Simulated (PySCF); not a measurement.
Spin states of BN⁺

Unrestricted PBE0; basis B aug-pcseg-1, N aug-pcseg-1; no relativity; PySCF 2.14. Outer shells of the fragments: B+ 2s2; N 2s2 2p3.

Followed along the bond (rough minima from three points):

| 2Ms+1 | unpaired | ⟨S²⟩ at the start | R at minimum (Å) | Te (eV) |
| --- | --- | --- | --- | --- |
| 4 | σ ↑, π ↑↑ | 3.76 | 1.44 | 0.00 |
| 2 | σ ↓, π ↑↑ | 1.76 | 1.45 | 0.32 |
| 2 | σ ↑, π ↑↓ | 1.76 | 1.44 | 0.66 |

Solutions found at the starting distance of 1.570 Å, counted from the lowest of them; the search is not exhaustive and high or unbound solutions are not listed, so other states can lie among these:

| 2Ms+1 | unpaired | term | E (eV) | ⟨S²⟩ | ⟨Lz²⟩ | μ (D) |
| --- | --- | --- | --- | --- | --- | --- |
| 4 | σ ↑, π ↑↑ | ⁴Σ⁻ | 0.00 | 3.76 | 0.00 | -3.00 |
| 2 | σ ↓, π ↑↑ | mixed | 0.31 | 1.76 | 0.00 | -3.12 |
| 2 | σ ↑, π ↑↓ | mixed | 0.67 | 1.76 | 2.01 | -3.00 |
| 2 | π ↑ | ²Π | 1.96 | 0.79 | 1.02 | -4.29 |
| 2 | σ ↑ | mixed | 2.16 | 0.76 | 2.00 | -2.81 |
| 4 | σ ↑↑, π ↑ | ⁴Π | 2.70 | 3.75 | 1.02 | -2.48 |

A term symbol is given only where ⟨S²⟩ and ⟨Lz²⟩ are close to those of a pure state; real π, δ and φ orbitals otherwise mix terms. A positive dipole points towards N; it is taken about the centre of mass and depends on that origin.
